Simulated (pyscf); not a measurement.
HO–Bi(OH)–OH (SMILES [OH][Bi]([OH])[OH]) + H• (SMILES [H]) → HO–Bi•–OH (SMILES [OH][Bi][OH]) + H₂O (SMILES O), a substitution at O (doublet surface; Bi–O broken, H–O formed). PySCF, gas phase, ωB97X-D3(BJ)/def2-SVP geometries. Energies in kJ/mol from the separated reactants.

Small-basis levels: PySCF, no dispersion term, spherical d functions. Open shells are spin-unrestricted. 

### Question
Quick B3LYP/LANL2DZ single points give ΔE‡ = 5.6 kJ/mol and ΔE = -135.3 kJ/mol. What does ωB97M-D3(BJ)/def2-TZVP give, and how far is the quick result from it?

### Answer
ωB97M-D3(BJ)/def2-TZVP gives ΔE‡ = 35.1 kJ/mol and ΔE = -162.5 kJ/mol. B3LYP/LANL2DZ lies 29.4 kJ/mol under it in the barrier and 27.2 kJ/mol over it in the reaction energy, so on this step it does not hold to within 12.6 kJ/mol. ωB97M-D3(BJ)/def2-TZVP has limits of its own. On the product side the descent ends in a bound adduct (not fully relaxed), 44.5 kJ/mol under the separated species and 231.3 kJ/mol under the saddle at ωB97X-D3(BJ)/def2-TZVP. At ωB97X-D3(BJ)/def2-TZVP the barrier from the zero used here is 43.6 kJ/mol. This is the saddle that the search found; another between the same sides may lie lower. The angle at the attacked O is 155°. In the def2 sets elements past Kr carry core potentials, without spin-orbit coupling.
